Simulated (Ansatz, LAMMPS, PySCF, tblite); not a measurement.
# How well does each level of theory give the cohesive energy of rock-salt KCl?

Reference value: 3.37 ± 0.007 eV/atom (measured, zero-point energy (Debye estimate) added; relative to neutral atoms; as tabulated in Doll and Stoll (1997), arXiv:cond-mat/9707218).

Task: What do EIM, IPEA1-xTB, PBE, r²SCAN, B3LYP (VWN-RPA form) give, and how far is each from the reference?

Result: 
```tsv
level (code)	value (eV/atom)	cell (Å³/atom)	error (eV/atom)
EIM (LAMMPS)	3.34	30.96	-0.03
IPEA1-xTB (tblite)	5.94	25.23	+2.57
PBE (PySCF)	3.13 ± 0.04	32.45	-0.24
r²SCAN (Ansatz)	3.31	31.15	-0.06
B3LYP (VWN-RPA form) (Ansatz)	3.07	32.83	-0.30
```

Leaving aside IPEA1-xTB (doubt noted below): Once the reference is moved by up to 0.03 eV/atom (a margin picked here for doubts on the reference and the settings) and values within 0.03 eV/atom count as equal, the nearest can be EIM (-0.03 eV/atom) or r²SCAN (-0.06 eV/atom). Among them B3LYP (VWN-RPA form) (-0.30 eV/atom) misses by most. Within 0.5 eV/atom: EIM, PBE, r²SCAN, B3LYP (VWN-RPA form).

Free atoms are spin-polarised, in the lowest state found; at levels without +SOC their spin–orbit coupling is left out.  A ± on a computed value is a rough bar: the spread of its extrapolation, a floor set from checks against published values, or a statistical error. IPEA1-xTB: the free atoms are run in the same model without spin. IPEA1-xTB: this parameter set was refitted to ionisation energies, not structures. IPEA1-xTB: the run uses a supercell at the zone centre in place of a k mesh. Each level is taken at its own relaxed cell. Cutoffs and k meshes differ between the levels. Ansatz's density-functional and Hartree–Fock values are scalar-relativistic unless marked +SOC, with PAW data made under PBE.

Empirical potentials (EIM) are fitted to chosen data: where that held the value shown, agreement is built in, and what lay outside the fit can be far off.

Differences are worked out from the printed values.

Ansatz is a quantum-chemistry and plane-wave program.
